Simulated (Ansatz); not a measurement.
Geometry optimisation, RKS r2SCAN-D4/6-31G* (Ansatz 0.2.0).

The input (input.yaml):

```yaml
crystal:
  periodic: [false, false, false]
  atoms:
    - { symbol: Al, position_ang: [-0.934909, -5.9e-05, 0.374613] }
    - { symbol: H, position_ang: [1.660141, 0.000162, 1.325367] }
    - { symbol: F, position_ang: [1.948, -0.000146, 0.439438] }
    - { symbol: F, position_ang: [-1.173633, 4.2e-05, -1.273517] }
basis:
  gaussian: { orbitals: "6-31G*" }
hamiltonian:
  xc: r2scan
  dispersion: d4
relax:
  f_tol: 0.03
  max_steps: 50
```

Run as:

```bash
$ ansatz run input.yaml --threads 1 --pin off --max-ram 2048MiB --backend cpu --events-out ev --progress --plain --runs-dir out
```

Question: Where does it end, and by what steps?

Answer: The forces met the threshold. After 9 steps the energy has fallen by 0.090 eV; F3 moved furthest, 0.48 Å.

```csv
step,energy less start (eV),largest force component (eV/Å),accepted
0,0.0000,0.365,yes
1,0.0185,2.236,no
2,-0.0237,0.494,yes
3,-0.0421,0.662,yes
4,-0.0725,0.564,yes
5,-0.0726,0.556,yes
6,-0.0876,0.278,yes
7,-0.0904,0.046,yes
8,-0.0904,0.080,yes
9,-0.0905,0.004,yes
```

```xyz
4
Properties=species:S:1:pos:R:3
Al -0.845 0.000 0.476
H 1.712 0.000 1.248
F 1.479 0.000 0.335
F -0.846 0.000 -1.193
```

Whether the end is a true minimum wasn't checked by a vibrational analysis.

Time of the run: 16 s on 1 thread of Arm Neoverse V2 (shared host), peak memory 0.12 GiB.
